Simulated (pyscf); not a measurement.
Single points on ωB97X-D3(BJ)/def2-SVP structures (PySCF, gas phase). Correlated levels are frozen-core, on RHF or UHF. ΔMP2 is the change of the MP2 total energy from the triple- to the quadruple-zeta basis.

Question: PBE/def2-TZVP puts the barrier of `[Cl][Al]([Cl])[Cl]` + `[H]` [doublet] → `[ClH]` + `[Cl][Al][Cl]` [doublet] (atom transfer; doublet surface; Al–Cl broken, Cl–H formed) at 40.6 kJ/mol and the reaction energy at +29.0 kJ/mol, from the separated reactants. What do PBE0-D3(BJ)/def2-TZVP, M06-2X/def2-TZVP, CCSD(T)/def2-TZVPP + ΔMP2(QZVPP) give on the same structures?

Answer: PBE0-D3(BJ): ΔE‡ = 63.5 kJ/mol, ΔE = +40.7 kJ/mol; M06-2X: ΔE‡ = 81.7 kJ/mol, ΔE = +38.8 kJ/mol; CCSD(T): ΔE‡ = 89.8 kJ/mol, ΔE = +42.6 kJ/mol. PBE's barrier lies under all of them, by 22.9 to 49.2 kJ/mol. Its reaction energy lies under all of them, by 9.8 to 13.6 kJ/mol. Low barriers are usual for a GGA, whose delocalisation error favours stretched bonds. On the product side the descent ends in a complex, 29.5 kJ/mol under the separated species and 72.7 kJ/mol under the saddle at ωB97X-D3(BJ)/def2-TZVP. At ωB97X-D3(BJ) the barrier from the zero used here is 100.8 kJ/mol. This is the saddle that the search found; another between the same sides may lie lower. The angle at the transferred Cl is 143°. The CCSD(T) − MP2 part came from Ansatz, without density fitting, on the same reference.
